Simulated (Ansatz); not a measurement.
# AlBH2 (triplet): the correlation ladder at distance B1–Al2 = 2.130 Å, 6-31G

How much of the correlation energy of AlBH2 (triplet) does each wave-function method recover here?

The runs use Ansatz 0.2.0, Gaussian basis; 6-31G, core rule «outside noble gas», up to 6 orbitals frozen.

To be run: UHF; CCSD(T) on ROHF; CCSD(T) on UHF; BCCD(T) on ROHF; CISD; CCSDT(Q) on ROHF; CCSDT(Q) on UHF; CISDTQ; CASSCF and MRCISD+Q, 4 electrons in 4 orbitals; CASSCF and NEVPT2, 4 electrons in 4 orbitals; CASSCF and MRCISD+Q, 8 electrons in 10 orbitals; CASSCF and NEVPT2, 8 electrons in 10 orbitals; Full CI.

16 further runs of the same task are left out: 10 that didn't finish, 6 set aside as unsound or not needed.

### Step 1. The system

The geometry derives from a PBE0/def2-TZVP stationary point (not a proven minimum). One bond is set to the value named and the two fragments are kept rigid.

4 atoms, charge 0, spin multiplicity 3.

Atoms are counted from 1 here; the program's logs count them from 0.

Bond lengths: B1–Al2 2.130 Å, B1–H3 1.183 Å, Al2–H4 1.571 Å. Angles: Al2–B1–H3 180.0°, B1–Al2–H4 180.0°.

### Step 2. UHF

Input file in.yaml:

```yaml
crystal:
  periodic: [false, false, false]
  atoms:
    - {symbol: B, position_ang: [0.000000, 0.000000, 1.161922]}
    - {symbol: Al, position_ang: [0.000000, 0.000000, -0.968077]}
    - {symbol: H, position_ang: [0.000000, 0.000000, 2.345010]}
    - {symbol: H, position_ang: [0.000000, 0.000000, -2.538856]}
basis:
  gaussian: {orbitals: 6-31G}
magnetization: {spin_polarized: true, initial_magnetization: 2}
hamiltonian: {xc: hf}
output: {orbitals: {seedname: orbitals}}
```

Launch:

```bash
ansatz run in.yaml --threads 1 --pin off --events-out ev --progress --plain --max-ram 2393MiB
```

The runs that follow: CCSD(T) on ROHF; CCSD(T) on UHF; BCCD(T) on ROHF; CISD; CCSDT(Q) on ROHF; CCSDT(Q) on UHF; CISDTQ; CASSCF and MRCISD+Q, 4 electrons in 4 orbitals; CASSCF and NEVPT2, 4 electrons in 4 orbitals; CASSCF and MRCISD+Q, 8 electrons in 10 orbitals; CASSCF and NEVPT2, 8 electrons in 10 orbitals; Full CI.

Q: Predict the results of all the runs planned. Wanted: FCI below the RHF energy; RMP2 from FCI; UMP2 from FCI; RCCSD from FCI; RCCSD(T) from FCI; UCCSD(T) from FCI; RCCSDT(Q) from FCI; UCCSDT(Q) from FCI; NEVPT2 valence from FCI.

As calculated:

| quantity | value |
| --- | --- |
| FCI below the RHF energy | -2.9885 eV |
| RMP2 from FCI | +80.3 kJ/mol |
| UMP2 from FCI | +77.2 kJ/mol |
| RCCSD from FCI | +12.4 kJ/mol |
| RCCSD(T) from FCI | +4.0 kJ/mol |
| UCCSD(T) from FCI | +4.0 kJ/mol |
| RCCSDT(Q) from FCI | +0.3 kJ/mol |
| UCCSDT(Q) from FCI | +0.3 kJ/mol |
| NEVPT2 valence from FCI | +19.3 kJ/mol |
| MRCISD+Q valence from FCI | +0.7 kJ/mol |
| levels within 1 kcal/mol (43 meV) | RCCSD(T), UCCSD(T), BCCD(T), RCCSDT, UCCSDT, CISDTQ, RCCSDT(Q), UCCSDT(Q), MRCISD valence, MRCISD+Q valence |
| T1 diagnostic | 0.024 |
| effectively unpaired electrons | 2.06 |

What this shows: RCCSD(T) lands +4.0 kJ/mol from the yardstick (1.4 % of the correlation energy). One determinant dominates. Of the multireference levels listed MRCISD+Q valence comes nearest in total energy (+0.7 kJ/mol), which doesn't show that its space is the better one. These misses are within one basis, not against nature; the frozen cores of restricted and unrestricted runs differ, which can shift their rows.
